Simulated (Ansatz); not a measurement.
Geometry optimisation, Ansatz 0.2.0, RKS PBE0/def2-SVP.

Input file:

```yaml
crystal:
  periodic: [false, false, false]
  atoms:
    - { symbol: "N", position_ang: [-0.4564, 1.3087, 0.5438] }
    - { symbol: C, position_ang: [0.0575, 0.3339, 0.0026] }
    - { symbol: S, position_ang: [0.54687, 0.13519, -1.61124] }
    - { symbol: S, position_ang: [1.93199, -0.99433, -0.69996] }
    - { symbol: S, position_ang: [0.3865, -1.27588, 0.54742] }
    - { symbol: H, position_ang: [-0.7212, 1.1403, 1.5062] }
basis:
  gaussian: { orbitals: def2-SVP }
hamiltonian:
  xc: pbe0
relax:
  f_tol: 0.015
  max_steps: 40
```

Launched with:

```bash
$ ansatz run input.yaml --threads 1 --pin off --max-ram 2048MiB --backend cpu --events-out ev --progress --plain --runs-dir out
```

Task: Where does it end, and by what steps?

Result: The run converged. After 7 steps the energy has fallen by 1.084 eV; S4 moved furthest, 0.60 Å.

| step | energy less start (eV) | largest force component (eV/Å) | accepted |
| --- | --- | --- | --- |
| 0 | 0.0000 | 3.853 | yes |
| 1 | -0.7598 | 1.057 | yes |
| 2 | -0.8883 | 1.798 | yes |
| 3 | -1.0637 | 0.978 | yes |
| 4 | -1.0790 | 0.295 | yes |
| 5 | -1.0842 | 0.048 | yes |
| 6 | -1.0842 | 0.037 | yes |
| 7 | -1.0845 | 0.015 | yes |

```xyz
6
Properties=species:S:1:pos:R:3
N -0.646 1.282 0.518
C 0.106 0.384 0.077
S 0.796 0.401 -1.559
S 1.727 -1.443 -1.036
S 0.732 -1.120 0.813
H -0.970 1.144 1.476
```

Whether the end is a true minimum wasn't checked by a vibrational analysis.

The run took 2.1 min on 1 CPU thread of a shared host.
